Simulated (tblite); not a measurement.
C₄H₅F.
InChI=1S/C4H5F/c5-4-2-1-3-4/h2H,1,3H2

Method: GFN2-xTB as coded in tblite; computed harmonic values from a numerical Hessian at the method's own geometry, unscaled. The method is semi-empirical: single wavenumbers can be off by several per cent or more.

Harmonic wavenumbers (cm⁻¹): 245.8, 387.0, 425.3, 656.5, 740.0, 843.6, 952.2, 983.2, 1001.5, 1017.2, 1050.7, 1118.7, 1168.2, 1195.1, 1212.9, 1287.4, 1445.3, 1463.4, 1731.7, 2993.8, 3010.9, 3014.0, 3015.3, 3158.7.

A = 12581, B = 4461, C = 3435 MHz; mass 72.038 u (most abundant isotopes); point group Cs, symmetry number 1.

Problem. Zero-point energy?

Solution. ½Σν̃ = 17059 cm⁻¹ = 48.77 kcal/mol.

Problem. Give the ideal-gas entropy at 500 K and 1 bar in the rigid-rotor, harmonic-oscillator model (classical rotation).

Solution. Translation 41.34, rotation 26.47, vibration 12.92: S = 80.7 cal/(mol K).

Problem. And Cp and H(500 K) − H(0)?

Solution. Cp = 28.29 cal/(mol K), of which vibrations give 20.35 (their classical limit is 24 R = 47.7); H(500 K) − H(0) = 8.15 kcal/mol without the zero-point energy, 4.18 from vibrations.

Problem. What must be added to the electronic energy to get the Gibbs energy at 500 K and 1 bar?

Solution. ZPE + [H(500 K) − H(0)] − T·S = 48.77 + 8.15 − 40.36 = 16.56 kcal/mol.

Problem. Which modes carry the vibrational entropy at 500 K?

Solution. 245.8 cm⁻¹: 2.72; 387.0 cm⁻¹: 1.87; 425.3 cm⁻¹: 1.71; 656.5 cm⁻¹: 0.99; 740.0 cm⁻¹: 0.82; 843.6 cm⁻¹: 0.65 cal/(mol K); the other 18 give 4.16 together.

Problem. How do the functions run with temperature in this model?

Solution. 
| T (K) | S (cal/(mol K)) | Cp (cal/(mol K)) | H − H(0) (kcal/mol) | G − H(0) (kcal/mol) | ln q(vib) |
| --- | --- | --- | --- | --- | --- |
| 150 | 59.4 | 10.9 | 1.32 | -7.59 | 0.14 |
| 250 | 65.9 | 15.4 | 2.62 | -13.86 | 0.55 |
| 298.15 | 68.9 | 18.0 | 3.43 | -17.10 | 0.82 |
| 400 | 74.9 | 23.6 | 5.55 | -24.43 | 1.51 |
| 600 | 86.2 | 32.1 | 11.18 | -40.56 | 3.17 |
| 900 | 100.9 | 40.0 | 22.11 | -68.70 | 5.94 |

q(vib) and H(0) count from the zero-point level.

Hindered rotation and anharmonicity are outside this model.
